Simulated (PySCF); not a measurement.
Simulated outer-valence photoelectron spectrum of `S=CCCl`. Level of theory: EOM-IP-CCSD/aug-cc-pVDZ in PySCF, restricted Hartree–Fock reference, frozen core, non-relativistic, gas phase, PBE0-D3(BJ)/def2-SVP geometry.

Each root has a Gaussian of 0.8 eV full width with its one-hole share as area; cross sections and vibrations are left out, and the highest printed point is 100.

(ionisation energy (eV), intensity): (8.0, 0), (8.2, 1), (8.4, 3), (8.6, 9), (8.8, 21), (9.0, 36), (9.2, 42), (9.4, 35), (9.6, 21), (9.8, 9), (10.0, 3), (10.2, 1), (10.4, 2), (10.6, 9), (10.8, 24), (11.0, 49), (11.2, 78), (11.4, 98), (11.6, 100), (11.8, 83), (12.0, 55), (12.2, 28), (12.4, 11), (12.6, 4), (12.8, 4), (13.0, 10), (13.2, 22), (13.4, 36), (13.6, 42), (13.8, 34), (14.0, 20), (14.2, 11), (14.4, 13), (14.6, 27), (14.8, 50), (15.0, 71), (15.2, 75), (15.4, 60), (15.6, 38), (15.8, 25), (16.0, 27), (16.2, 37), (16.4, 41), (16.6, 33), (16.8, 19), (17.0, 7), (17.2, 2), (17.4, 0)

**Question.** Where are the maxima, and how many lines lie under the curve?

**Answer.** 5 maxima, at 9.2, 11.5, 13.6, 15.1 and 16.4 eV, from 8 lines. At this width some lines have no maximum of their own.

**Question.** List the lines with their holes.

**Answer.** 
```tsv
E (eV)	leading hole (HF orbital)	area	Koopmans (eV)
9.20	HOMO	0.95	9.81
11.24	HOMO-1	0.96	11.33
11.51	HOMO-2	0.95	12.46
11.81	HOMO-3	0.95	12.62
13.58	HOMO-4	0.95	14.56
15.00	HOMO-6	0.94	16.77
15.28	HOMO-5	0.94	16.22
16.37	HOMO-7	0.92	18.04
```

The widest gap, 2.04 eV, lies between 9.20 and 11.24 eV. Only orbitals with −ε under 21 eV, eight at most, were ionised, so the high end of the curve may lack lines.

The run took 89 s on an Arm Neoverse V1 with one thread, no GPU, on a shared host, and the process peaked at 1.5 GiB of memory.

Conformer computed: `[S:1]=[CH:2][CH2:3][Cl:4]`: S1–C2–C3–Cl4 137°.

One conformer stands for the species.
